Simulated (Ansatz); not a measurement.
Two isomers of C3H6OS: A = `C=C(O)SC`, B = `CCSC=O`.

Computed with Ansatz on PBE0-D4/def2-TZVP structures; ΔE is electronic, products minus reactants. CCSD(T)/CBS adds triple-zeta CCSD(T) − MP2 to the extrapolated MP2 energy (def2 sets, frozen cores). DFT in def2-TZVPP. B3LYP here is the variant with VWN-RPA as its local correlation; programs differ in this. One conformer a species, not always the lowest.

A:

```xyz
11

C    -1.666    0.376    1.097
C    -0.708    0.557    0.194
O     0.040    1.691    0.176
S    -0.373   -0.630   -1.064
C     1.351   -1.031   -0.697
H    -1.926    1.172    1.783
H    -2.187   -0.567    1.156
H     0.375    1.815   -0.718
H     1.684   -1.703   -1.489
H     1.982   -0.143   -0.701
H     1.428   -1.538    0.264
```

B:

```xyz
11

C    -0.0212    1.1663   -0.8546
C    -0.4422   -0.2853   -0.7523
S     0.8207   -1.3462   -0.0144
C     0.5121   -1.0556    1.6854
O    -0.3417   -0.3448    2.1385
H    -0.8119    1.7513   -1.3322
H     0.8886    1.2743   -1.4478
H     0.1585    1.5862    0.1354
H    -0.6416   -0.7195   -1.7339
H    -1.3380   -0.3973   -0.1391
H     1.2167   -1.6294    2.3150
```

Question: Which isomer does CCSD(T)/CBS put lower? Give the gap. (An estimate is asked.)

Answer: Ansatz gave: B, by 15.0 kcal/mol.

Question: Give E(B) − E(A) in kcal/mol with ωB97M-V, B3LYP, HF/def2-TZVPP, PBE-D4, CCSD(T)/def2-TZVPP, r2SCAN-D4, CCSD/def2-TZVPP. (Estimate.)

Answer: The calculation gave: ωB97M-V -15.2, B3LYP -16.6, HF/def2-TZVPP -16.1, PBE-D4 -17.4, CCSD(T)/def2-TZVPP -16.0, r2SCAN-D4 -17.5, CCSD/def2-TZVPP -15.6. None reverses the order clearly.

Largest T1 diagnostic: 0.015.

From PBE to PBE0 (25 % exact exchange), in def2-TZVPP and without D4, E(B) − E(A) moves by +1.3 kcal/mol.
